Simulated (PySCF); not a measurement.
PySCF input (PBE/def2-SVP):

```python
import numpy as np, basis_set_exchange as bse
from pyscf import gto, scf, dft, df

basis = {'H': gto.basis.parse(bse.get_basis('def2-SVP', elements=['H'], fmt='nwchem')), 'O': gto.basis.parse(bse.get_basis('def2-SVP', elements=['O'], fmt='nwchem'))}
mol = gto.M(
    atom='''
    O     0.00702152    0.00134342    0.11666744
    H    -0.04995842    0.75929218   -0.47415850
    H    -0.00621371   -0.77003954   -0.45918106
    ''',
    basis=basis,
    charge=0,
    verbose=4,
    max_memory=8640,
)
mf = dft.RKS(mol, xc='pbe')
mf.grids.level = 3
mf = mf.density_fit(auxbasis=df.autoaux(mol))
mf.max_cycle = 100
mf.conv_tol = 1e-11
print('smallest overlap eigenvalue', np.linalg.eigvalsh(mol.intor('int1e_ovlp'))[0])
mf.kernel()
dip = mf.dip_moment()
```

Output:

```
PySCF version 2.14.0

[INPUT] verbose = 4
[INPUT] num. atoms = 3
[INPUT] num. electrons = 10
[INPUT] charge = 0
[INPUT] spin (= nelec alpha-beta = 2S) = 0
[INPUT] symmetry False subgroup None
[INPUT] Mole.unit = angstrom
[INPUT] Symbol           X                Y                Z      unit          X                Y                Z       unit  Magmom
[INPUT]  1 O      0.007021520000   0.001343420000   0.116667440000 AA    0.013268749778   0.002538695870   0.220469509254 Bohr   0.0
[INPUT]  2 H     -0.049958420000   0.759292180000  -0.474158500000 AA   -0.094407731416   1.434854268724  -0.896029704635 Bohr   0.0
[INPUT]  3 H     -0.006213710000  -0.770039540000  -0.459181060000 AA   -0.011742210117  -1.455163835686  -0.867726444987 Bohr   0.0

nuclear repulsion = 9.14066426299023
number of shells = 12
number of NR pGTOs = 38
number of NR cGTOs = 24
basis = {'H': [[0, [13.010701, 0.019682158], [1.9622572, 0.13796524], [0.44453796, 0.47831935]], [0, [0.12194962, 1.0]], [1, [0.8, 1.0]]], 'O': [[0, [2266.1767785, -0.0053431809926], [340.87010191, -0.03989003923], [77.363135167, -0.17853911985], [21.47964494, -0.46427684959], [6.6589433124, -0.44309745172]], [0, [0.80975975668, 1.0]], [0, [0.25530772234, 1.0]], [1, [17.721504317, 0.043394573193], [3.863550544, 0.23094120765], [1.0480920883, 0.51375311064]], [1, [0.27641544411, 1.0]], [2, [1.2, 1.0]]]}
ecp = {}
ETB for O: l = 0, exps = 0.51061544468 * 1.8^n , n = 0..13
ETB for O: l = 1, exps = 0.53172316645 * 1.8^n , n = 0..10
ETB for O: l = 2, exps = 0.55283088822 * 1.8^n , n = 0..9
ETB for O: l = 3, exps = 1.47641544411 * 2.2^n , n = 0..1
ETB for H: l = 0, exps = 0.24389924 * 1.8^n , n = 0..8
ETB for H: l = 1, exps = 0.92194962 * 2^n , n = 0..1
ETB for H: l = 2, exps = 1.6 * 2.2^n , n = 0..0
smallest overlap eigenvalue 0.03811242915012052

******** <class 'pyscf.df.df_jk.DFRKS'> ********
method = DFRKS
initial guess = minao
damping factor = 0
level_shift factor = 0
DIIS = <class 'pyscf.scf.diis.CDIIS'>
diis_start_cycle = 1
diis_space = 8
diis_damp = 0
SCF conv_tol = 1e-11
SCF conv_tol_grad = None
SCF max_cycles = 100
direct_scf = False
XC library pyscf.dft.libxc version 7.1.2
    S. Lehtola, C. Steigemann, M. J. T. Oliveira, and M. A. L. Marques,  SoftwareX 7, 1–5 (2018)
XC functionals = pbe
    J. P. Perdew, K. Burke, and M. Ernzerhof,  Phys. Rev. Lett. 77, 3865 (1996)
    J. P. Perdew, K. Burke, and M. Ernzerhof,  Phys. Rev. Lett. 78, 1396 (1997)
    J. P. Perdew, K. Burke, and M. Ernzerhof,  Phys. Rev. Lett. 77, 3865 (1996)
    J. P. Perdew, K. Burke, and M. Ernzerhof,  Phys. Rev. Lett. 78, 1396 (1997)
radial grids:
    Treutler-Ahlrichs [JCP 102, 346 (1995); DOI:10.1063/1.469408] (M4) radial grids

becke partition: Becke, JCP 88, 2547 (1988); DOI:10.1063/1.454033
pruning grids: <function nwchem_prune>
grids dens level: 3
symmetrized grids: False
atomic radii adjust function: <function treutler_atomic_radii_adjust>
small_rho_cutoff = 0
Set gradient conv threshold to 3.16228e-06
Initial guess from minao.
tot grids = 33704
init E= -76.2258053787382
  HOMO = -0.402342140406364  LUMO = -0.0062911926997149  gap/eV = 10.77710
cycle= 1 E= -76.1629890162344  delta_E= 0.0628  |g|= 0.769  |ddm|= 1.42
  HOMO = -0.0407902474391775  LUMO = 0.0749679285111551  gap/eV = 3.14994
cycle= 2 E= -75.9352484197704  delta_E= 0.228  |g|= 1.31  |ddm|= 1.47
  HOMO = -0.237348637825738  LUMO = 0.0264999187276875  gap/eV = 7.17968
cycle= 3 E= -76.2719107474139  delta_E= -0.337  |g|= 0.0349  |ddm|= 1.04
  HOMO = -0.227255912684935  LUMO = 0.0297102821774713  gap/eV = 6.99241
cycle= 4 E= -76.2721759218443  delta_E= -0.000265  |g|= 0.00659  |ddm|= 0.0292
  HOMO = -0.227681580371582  LUMO = 0.0288559213018846  gap/eV = 6.98074
cycle= 5 E= -76.2721826671519  delta_E= -6.75e-06  |g|= 0.000977  |ddm|= 0.00332
  HOMO = -0.227852571731898  LUMO = 0.0287984626958147  gap/eV = 6.98383
cycle= 6 E= -76.2721828576132  delta_E= -1.9e-07  |g|= 3.69e-05  |ddm|= 0.000743
  HOMO = -0.227859507553981  LUMO = 0.0287896980870226  gap/eV = 6.98378
cycle= 7 E= -76.2721828580641  delta_E= -4.51e-10  |g|= 3.25e-06  |ddm|= 5.12e-05
  HOMO = -0.227859558937283  LUMO = 0.0287902635499147  gap/eV = 6.98380
cycle= 8 E= -76.2721828580663  delta_E= -2.22e-12  |g|= 1.44e-07  |ddm|= 2.96e-06
  HOMO = -0.227859595211946  LUMO = 0.0287902633132613  gap/eV = 6.98380
Extra cycle  E= -76.2721828580662  delta_E= 8.53e-14  |g|= 2.01e-07  |ddm|= 2.16e-07
converged SCF energy = -76.2721828580662
Dipole moment(X, Y, Z, Debye): -0.11585, -0.02216, -1.92491
```
